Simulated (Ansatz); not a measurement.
in.yaml

```yaml
crystal:
  periodic: [false, false, false]
  atoms:
    - {symbol: Si, position_ang: [0.000000, 0.000000, 0.000000]}
    - {symbol: C, position_ang: [0.000000, 0.000000, 1.635786]}
basis:
  gaussian: {orbitals: 6-31G}
correlation: {method: fci, electrons: outside_noble_gas}
```

```sh
$ ansatz run in.yaml --threads 1 --pin off --events-out ev --progress --plain --max-ram 2393MiB
```

Output:

```
454 factors; integrals over basis functions are off by at most 6.6e-8 eV
mean field evaluation 1: about -8882.1573 eV, gradient 1.6e1 eV
mean field evaluation 2: about -8882.1602 eV, gradient 1.6e1 eV
mean field evaluation 4: about -8883.2501 eV, gradient 1.9e0 eV
mean field evaluation 8: about -8883.3591 eV, gradient 6.8e-2 eV
mean field evaluation 16: about -8883.5148 eV, gradient 1.4e-1 eV
mean field evaluation 32: about -8883.3592 eV, gradient 1.1e-4 eV
mean field evaluation 64: about -8883.3592 eV, gradient 1.8e-4 eV
mean field evaluation 96: about -8883.5173 eV, gradient 2.9e-2 eV
mean field evaluation 128: about -8883.5174 eV, gradient 2.3e-6 eV
mean field -8883.51737139 eV, -326.4632419342 hartree, gradient 2.3e-6 eV, S^2 0.000000; 11 other end points of the search recorded, 0 dependent functions left out; unrestricted orbitals would lower it
determinant -8883.50456898 eV, -326.4627714544 hartree, with singles and doubles -8887.02116834 eV, -326.5920040972 hartree
determinant -8883.35917117 eV, -326.4574281835 hartree, with singles and doubles -8888.67553499 eV, -326.6528009502 hartree
unrestricted determinant -8885.20245343 eV, -326.5251675572 hartree, S^2 1.3926
6 core orbitals not correlated: weight in the atoms' cores, before any rotation towards them, 1.000 or more for the frozen orbitals, at most 0.000 for the correlated occupied ones
reference -8883.50456898 eV, -326.4627714544 hartree; 4, 4 occupied and 12, 12 virtual orbitals, 454 factors
state -8889.18709022 eV, -326.6716002583 hartree
6 core orbitals not correlated: weight in the atoms' cores, before any rotation towards them, 1.000 or more for the frozen orbitals, at most 0.000 for the correlated occupied ones
state -8889.19029472 eV, -326.6717180215 hartree
Total energy: -8889.19029472 eV, -326.6717180215 hartree
```

Natural occupations: 1.9723 1.8356 1.8356 1.7258 0.2734 0.1526 0.1526 0.0210 0.0068 0.0068 0.0057 0.0037 0.0028 0.0028 0.0014 0.0012.

Ran on 1 thread of Arm Neoverse V2, shared host: 11 s wall, 0.15 GiB peak host memory.
